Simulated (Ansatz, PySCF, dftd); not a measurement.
Species: O2, charge 0, triplet. O2 (SMILES O=O, triplet).
B3LYP-D3(BJ)/def2-TZVP minimum from Ansatz (a first-principles code):
```xyz
2

O      0.0000     0.0000    -0.6021
O      0.0000     0.0000     0.6021
```
Charge 0, spin multiplicity 3.

Quantity: enthalpy of formation at 298 K (by atomisation, with ideal-gas terms from PySCF's Hessian at B3LYP-D3(BJ)/def2-TZVP and the atoms' measured values of the G2/97 table; no spin-orbit terms), in kJ/mol. Open shells are spin-unrestricted; no spin-orbit coupling. Cores are frozen in correlated methods. Rows without X2C or -DK are non-relativistic. CBS(X,Y): correlation extrapolated as X^-3, Hartree-Fock from the larger set (Q,5: extrapolated as (X+1)exp(-9√X)). A bracket is a step between two methods taken in the basis named. Functionals run without relativity, which enters their misses. 'core' is core correlation in cc-pwCVTZ, 'X2C' scalar relativity in cc-pVTZ-DK, both at CCSD(T). The UHF reference of O2 (O=O, triplet) is spin-contaminated (<S^2> up to 0.05 over the pure value in the sets run).

Compared with CCSD(T)/CBS(cc-pVQZ,cc-pV5Z) + [CCSDT(Q) - CCSD(T)]/cc-pVTZ + [CCSDTQ - CCSDT(Q)]/cc-pVDZ + core + X2C (Ansatz): -0.6 kJ/mol.

Costs are rough ratios of core time, to one figure, on one kind of shared machine, summed over the single points of the molecules; atoms, geometries and frequencies are left out. The first row took roughly 0.5 core seconds; short runs hold start-up time.

```tsv
level	program	cost relative to the first row
PBE0-D4/def2-TZVPD	Ansatz + dftd4	1
r2SCANh-D4/def2-TZVPD	Ansatz + dftd4	2
r2SCAN-D3(BJ)/def2-TZVPD	Ansatz + dftd3	2
r2SCAN-D4/def2-TZVPD	Ansatz + dftd4	2
CCSD(T)/CBS(cc-pVQZ,cc-pV5Z)	Ansatz	80
CCSDT(Q)/cc-pVTZ	Ansatz	100
CCSD(T)/CBS(cc-pVQZ,cc-pV5Z) + [CCSDT(Q) - CCSD(T)]/cc-pVTZ + core + X2C	Ansatz	200
```

Question: Which is the cheapest listed level within 1 kcal/mol (4.2 kJ/mol) of that value?

Answer: CCSD(T)/CBS(cc-pVQZ,cc-pV5Z).
```tsv
level	difference (kJ/mol)
PBE0-D4/def2-TZVPD	-16.1
r2SCANh-D4/def2-TZVPD	-11.8
r2SCAN-D3(BJ)/def2-TZVPD	-38.2
r2SCAN-D4/def2-TZVPD	-38.2
CCSD(T)/CBS(cc-pVQZ,cc-pV5Z)	3.2
CCSDT(Q)/cc-pVTZ	25.8
CCSD(T)/CBS(cc-pVQZ,cc-pV5Z) + [CCSDT(Q) - CCSD(T)]/cc-pVTZ + core + X2C	-0.5
```
